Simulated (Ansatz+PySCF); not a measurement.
The numbers below are computed, except where a source is named.
A run of PySCF 2.14.0 on singlet PN at this shape:

```yaml
atoms:
  - { symbol: P, position_ang: [0.0000, 0.0000, -0.4358] }
  - { symbol: N, position_ang: [0.0000, 0.0000, 0.9338] }
```

Its results:

```json
{
  "Converged": "yes",
  "Reference energy": "-394.97223 hartree",
  "Correlation energy": "-0.26919 hartree",
  "Total energy": "-395.24142 hartree"
}
```

Problem. Which input gives this output? Name the method, the orbitals and the basis set, and write the input.

Solution. RHF-MP2 in def2-SVP. An unrestricted run that stays on the closed shell gives the same numbers.

```python
from pyscf import gto, scf, mp

mol = gto.M(atom="""
P 0.000000 0.000000 -0.435760
N 0.000000 0.000000 0.933770
""", basis='def2-svp', charge=0, spin=0)
mf = scf.RHF(mol)
mf.kernel()
pt = mp.MP2(mf, frozen=6).run()
print(mf.e_tot, pt.e_corr, pt.e_tot)
```
